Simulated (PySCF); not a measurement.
# Ways to converge the SCF of AlF⁺

The same problem is solved with other solver options, one edit a run.

Program: PySCF 2.14.0. Level of theory: method and basis as typed in the scripts. These are calculated values, not measurements.

## (1) The system as given

AlF⁺: 2 atoms, charge 1, spin multiplicity 2.

Bond lengths: Al1–F2 1.547 Å.

## (2) Base script

Input file input.py:

```python
from pyscf import gto, scf, tdscf

mol = gto.M(
    atom='Al 0 0 0; F 0 0 1.547',
    basis='3-21g',
    charge=1,
    spin=1,
    symmetry=True,
    verbose=4,
)
mf = scf.UHF(mol)
mf.kernel()
td = tdscf.TDA(mf)
td.nstates = 6
td.kernel()
td.analyze()
mf.dip_moment()
print('orbital energies (hartree):', [e[max(0, n-3):n+3].round(4) for e, n in zip(mf.mo_energy, mol.nelec)])
```

Run with:

```sh
$ OMP_NUM_THREADS=1 python input.py
```

The log of this run is left out.

It gives: E(SCF) = -339.240013 Eh, 10 cycles, ⟨S²⟩ = 0.752, excitations 5.92, 5.92, 7.76, 7.76, 8.50 eV.

The bond length is a typed value, not an optimised one. The dipole of an ion depends on the origin.

## (3) Initial guess atom

Variant 1 changes initial guess: minao → atom.

Input file input.py:

```python
from pyscf import gto, scf, tdscf

mol = gto.M(
    atom='Al 0 0 0; F 0 0 1.547',
    basis='3-21g',
    charge=1,
    spin=1,
    symmetry=True,
    verbose=4,
)
mf = scf.UHF(mol)
mf.init_guess = 'atom'
mf.kernel()
td = tdscf.TDA(mf)
td.nstates = 6
td.kernel()
td.analyze()
mf.dip_moment()
print('orbital energies (hartree):', [e[max(0, n-3):n+3].round(4) for e, n in zip(mf.mo_energy, mol.nelec)])
```

Run with:

```sh
$ OMP_NUM_THREADS=1 python input.py
```

## (4) Level shift 0.3 hartree

Variant 2 changes level shift: none → 0.3 hartree.

Edit input.py of step 2 so:

```diff
@@ -11,2 +11,3 @@
 mf = scf.UHF(mol)
+mf.level_shift = 0.3
 mf.kernel()
```

## (5) Level shift 0.5 hartree

Variant 3 changes level shift: none → 0.5 hartree.

Edit input.py of step 2 so:

```diff
@@ -11,2 +11,3 @@
 mf = scf.UHF(mol)
+mf.level_shift = 0.5
 mf.kernel()
```

What does the calculation give? Wanted: for each run, E(SCF); from base; gap, α spin; after the SCF.

**Answer**, as computed:

| run | E(SCF) (hartree) | from base (eV) | cycles | gap, α spin (eV) | after the SCF |
| --- | --- | --- | --- | --- | --- |
| base | -339.240013 | 0 | 10 | 13.14 | lowest root found 5.92 eV |
| initial guess atom | -339.240013 | 0.0000 | 10 | 13.14 | lowest root found 5.92 eV |
| level shift 0.3 hartree | -339.240013 | 0.0000 | 13 | 13.14 | lowest root found 5.92 eV |
| level shift 0.5 hartree | -339.240013 | 0.0000 | 16 | 13.14 | lowest root found 5.92 eV |

Distance from each run's final energy (log10 hartree) by cycle:

| run | cycle 1 | cycle 2 | cycle 3 | cycle 5 | cycle 8 | cycle 12 |
| --- | --- | --- | --- | --- | --- | --- |
| base | -1.2 | -1.8 | -2.8 | -4.9 | -8.2 | done |
| initial guess atom | -1.2 | -1.7 | -2.8 | -5.0 | -8.2 | done |
| level shift 0.3 hartree | -1.2 | -1.8 | -2.2 | -3.4 | -5.7 | -9.3 |
| level shift 0.5 hartree | -1.1 | -1.6 | -2.0 | -2.9 | -4.6 | -7.3 |

**Reading.** The SCF energy stays the same, to the digits that matter, with initial guess atom or level shift 0.3 hartree or level shift 0.5 hartree. The base needs 10 cycles and the run with level shift 0.5 hartree needs 16.
